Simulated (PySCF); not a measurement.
Vertical excitation energies

Compound: C₃H₄F₂.
SMILES with atom numbers: `[CH2:1]=[C:2]([F:3])[CH2:4][F:5]` (hydrogens: H6, H7 on C1; H8, H9 on C4)

Geometry (PBE0-D3(BJ)/def2-SVP, Å), atoms numbered from 1 in this order:
```xyz
9
C3H4F2 angstrom
C      1.2966    0.0061    0.5720
C      0.2216    0.4746   -0.0456
F      0.1263    1.7432   -0.4552
C     -1.0213   -0.2824   -0.3857
F     -0.9349   -1.5770    0.0274
H      1.3144   -1.0380    0.8818
H      2.1532    0.6514    0.7701
H     -1.1819   -0.2497   -1.4788
H     -1.8900    0.2045    0.0937
```

Computed, not measured: PySCF, TDDFT CAM-B3LYP/def2-SVPD, vertical, gas phase, core orbitals frozen in the response.

Problem. List the vertical singlet excitations with oscillator strengths and describe the spectrum.

Solution. 

```
state  E (eV)  λ (nm)       f  |μ| (D)  symmetry    main configurations (H = HOMO, L = LUMO)
   S1    7.39   167.7   0.020     0.85        A″                                 H→L+1 (90%)
   S2    7.53   164.6   0.410     3.79        A′                                   H→L (97%)
   S3    7.72   160.7  0.0012     0.20         –                                 H→L+2 (80%)
   S4    8.29   149.5   0.026     0.91        A″                                 H→L+3 (86%)
   S5    8.82   140.6  0.0010     0.17         –                                 H-1→L (90%)
   S6    8.94   138.7  0.0001     0.06         –                    H→L+5 (58%), H→L+6 (24%)
   S7    9.47   130.9   0.015     0.65        A″                    H→L+6 (67%), H→L+5 (26%)
   S8    9.51   130.3  0.0021     0.24        A′                                 H→L+4 (95%)
   S9    9.78   126.8   0.029     0.88        A′                H-1→L+1 (68%), H-1→L+2 (12%)
  S10    9.80   126.5   0.017     0.67        A″  H-2→L+1 (64%), H-2→L+2 (18%), H-2→L+3 (9%)
```

Triplets (Tamm–Dancoff): T1 4.46 eV, H→L (93%); T2 7.20 eV, H→L+1 (79%), H→L+3 (9%); T3 7.48 eV, H→L+2 (67%), H→L+1 (10%); T4 8.17 eV, H→L+3 (80%).

The lowest singlet lies at 7.39 eV (168 nm, vacuum ultraviolet) and is weak; its leading configuration is HOMO→LUMO+1 (90%). The strongest level in the table is S2 at 7.53 eV (165 nm, f = 0.410). Löwdin shares by element: HOMO carbon 77%, fluorine 12% or more; LUMO carbon 61% or more, hydrogen 8% or more, fluorine 7% or more (atoms not listed hold the other 24%). Of the 10 states listed, 6 reach f = 0.01 and 1 stays under 0.0005. Weighted by f, the mean energy of these states is 7.83 eV. The listed states span 2.41 eV, and the widest gap between neighbours is 0.58 eV (S3 to S4). The vertical ionisation energy (ΔSCF) is 10.22 eV, 0.42 eV above S10. Symmetry labels in Cs follow from the direction of the transition dipole and are given only for states with f of 0.002 or more. Singlets were solved by full linear response, triplets in the Tamm–Dancoff approximation.

The run took 18 s on one thread of an x86-64 server (shared host).

One conformer stands for the species.
